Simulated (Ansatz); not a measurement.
```xyz
2

Cl    0.0664   -0.1256   -0.6431
F     0.0004   -0.1383    0.9868
```

Basis set: STO-3G (spherical functions). Frozen core: 6 orbitals. Charge 0, multiplicity 1.

Computed with Ansatz (development build ahead of 0.2.0); each method stands on the lowest determinant of its kind that the runs found. Restricted open shells among the atoms or ions are ROHF, correlated in semicanonical orbitals with singles.

The atomization energy at this shape (free ground-state atoms in the same class of orbitals less the molecule, no zero-point energy) of singlet ClF:

| method | atomization energy |
| --- | --- |
| RHF | 0.04 eV |

(1) What does RHF-MP2 give?

## Answers

(1) 0.88 eV.

This basis has no polarisation functions and is too small for such energies, which can lie far from measured ones in either direction.
